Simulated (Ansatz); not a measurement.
Born–Oppenheimer molecular dynamics of C4H7FO (13 atoms, charge 0, multiplicity 1). It starts at the highest image of a converged band. Of that band: The profile has 2 maxima (images 2, 6) with wells between them (image 4): this band takes more than one step, which may be the mechanism or a detour left from its start path. Neighbouring images differ by up to 3.5 eV, so the band resolves the path poorly. A vibrational analysis at the climbing image gives one clearly imaginary mode, 1026i cm⁻¹: a first-order saddle point.

These are results of Ansatz 0.2.0, RKS PBE0/STO-3G, not measurements.

```yaml
ensemble: NVE (velocity Verlet)
time_step: 0.5 fs
steps_asked: 200
starting_velocities_drawn_for: 100 K
seed: 11198
```

First frame:

```xyz
13
Properties=species:S:1:pos:R:3
C 0.773 -2.430 0.517
C -0.128 -1.488 0.186
C 0.168 -0.269 -0.590
O -0.940 0.859 -0.019
C -0.356 2.240 -0.135
F 0.502 2.414 0.924
H 0.474 -3.410 0.890
H 1.844 -2.275 0.373
H -1.193 -1.717 0.339
H 1.137 0.169 -0.256
H -1.214 0.608 -0.992
H 0.175 2.312 -1.121
H -1.221 2.952 -0.100
```

Task: What does the run give?

Result: The run went to its last step.

```yaml
steps_done: 200
time_covered: 100 fs
mean_temperature_over_the_second_half: 115 K
spread_of_the_potential_energy_over_the_second_half: 2.0 meV per atom
mean_potential_energy_of_the_second_half_above_the_start: -1.5 meV per atom
```

The conserved energy stayed within 0.089 meV per atom of its start (net change 0.037 meV per atom), so the integration is sound. A run of 0.1 ps of so small a system gives no equilibrium averages. The orbitals stay closed-shell, which can raise the energy where a bond breaks towards radicals; this wasn't checked here. Limits of this set-up: minimal basis.

Task: What happens to the structure?

Result: The step under study would form O4–H11 and break C3–H11. These pairs go: O4–H11 1.04 → 1.01 Å, C3–H11 1.69 → 2.05 Å. In the last frame they stand as after the step (other bonds may differ from the relaxed reactants and products). It ends as one piece, C4H7FO. Pairs count as bonded within 1.25 times the sum of covalent radii (0.12 Å more for H–H). The details hang on the random start.

Task: How do temperature and energy run in time?

Result: 
```tsv
time (fs)	T (K)	potential energy less start (eV)	conserved less start (meV/atom)
0.0	100	0.000	0.00
8.0	31	0.099	0.08
16.0	105	-0.007	0.06
24.0	136	-0.051	0.04
32.0	82	0.026	0.04
40.0	114	-0.019	0.02
48.0	136	-0.050	0.04
56.0	106	-0.008	0.03
64.0	131	-0.043	0.07
72.0	105	-0.007	0.04
80.0	130	-0.042	0.04
88.0	127	-0.038	0.02
96.0	111	-0.015	0.01
```

Time of the run: 7.4 min on 1 thread of Arm Neoverse V2, on a shared host, peak memory 0.1 GiB.
